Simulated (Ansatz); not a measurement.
Process, species as SMILES: C#N (CH-N) + H+ → C#[NH+]
B3LYP-D3(BJ)/def2-TZVP geometries, fixed; electronic energies without zero-point terms; positive where energy is released.
Largest species:
```xyz
4

C      0.0000     0.0000    -0.5980
N      0.0000     0.0000     0.5315
H      0.0000     0.0000    -1.6793
H      0.0000     0.0000     1.5473
```
Charge +1, spin multiplicity 1.

Core correlation in the proton affinity at MP2 with Ansatz (a first-principles code), in kcal/mol: frozen core against all electrons. Core-valence sets carry the plain set on hydrogen. The proton sits at the site shown, which need not be the one that binds it best.

```tsv
basis	functions, most	frozen core	all electrons	core term (second minus first)
cc-pVDZ	38	175.24	175.42	0.18
cc-pCVDZ	46	175.05	175.18	0.13
cc-pVTZ	88	175.27	176.21	0.94
cc-pCVTZ	114	175.10	175.25	0.15
cc-pwCVTZ	114	175.07	175.18	0.11
cc-pVQZ	170	174.72	175.37	0.65
cc-pCVQZ	228	174.61	174.72	0.11
cc-pwCVQZ	228	174.58	174.69	0.11
```

The largest core-valence set, cc-pwCVQZ, gives a core term of 0.11 kcal/mol; the valence set cc-pVQZ, which lacks functions for the core, gives 0.65.
